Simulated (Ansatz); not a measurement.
## 1,2-shift

Start structure (SiH₃O, doublet), relaxed at PBE0-D4/def2-TZVP:

```xyz
5
angstrom
H -1.4404 -0.2208 0.1378
Si 0.0231 0.0543 0.0252
O 0.5231 -1.2966 -0.7940
H 0.6361 0.1596 1.3742
H 0.2582 1.3036 -0.7432
```

The step: SiH₃O ([O][SiH3]) → SiH₃O ([OH][SiH2]); bonds formed: H1–O3; bonds broken: H1–Si2. Ansatz 0.2.0; basis: def2-TZVPP and def2-QZVPP; cores frozen in the correlated methods; orbitals are unrestricted. Extrapolation: Hartree–Fock as exp(−7.88 √X), correlation as X^−2.97. Energies below are by CCSD(T) at an estimated basis limit (MP2 extrapolated from triple and quadruple zeta, plus CCSD(T) − MP2 in triple zeta).

Q: What are the electronic barrier and the energy of the step, from the start structure to the end structure? (Judge from chemistry; the value comes from the calculation.)

A: Computed: Barrier 18.70 kcal/mol; step energy -28.96 kcal/mol (downhill); reverse barrier, their difference, 47.66 kcal/mol. Barrier and step energy count from the start structure, the reverse barrier from the end structure.

The saddle point: One imaginary mode of 1528i cm⁻¹.
```
  pair  start (Å)  saddle (Å)  end (Å)
 H1–O3       2.43        1.41     0.96
H1–Si2       1.49        1.58     2.26
```

Zero-point energy (harmonic, PBE0-D4): ZPE is 16.17 kcal/mol at the start and 14.75 kcal/mol at the saddle, so the barrier goes from 18.70 to 17.28 kcal/mol.

First-order rate constant out of the start structure at 498 K by transition-state theory, with harmonic vibrational free energies alone and no tunnelling: ΔA‡ = 17.46 kcal/mol, so k = (kB T/h) exp(−ΔA‡/kB T) ≈ 10^5 s⁻¹ (an order of magnitude at best: rotation, the number of equivalent paths and anharmonicity are left out).

The T1 diagnostic stays at or below 0.029. ⟨S²⟩ of the unrestricted Hartree–Fock references: 0.75 to 0.79 (a pure state has 0.75).

Labels in which every atom is bracketed show which atoms are joined, not bond orders.

For scale, one of the runs: CCSD(T)/def2-TZVPP, 115 basis functions, launched by `ansatz run in.yaml --threads 2 --pin off --events-out ev --progress --plain --max-ram 4352MiB`. Time: 15 s of wall clock on 2 CPU threads of an Arm Neoverse V1; the host was shared. Peak host memory: 0.89 GiB.
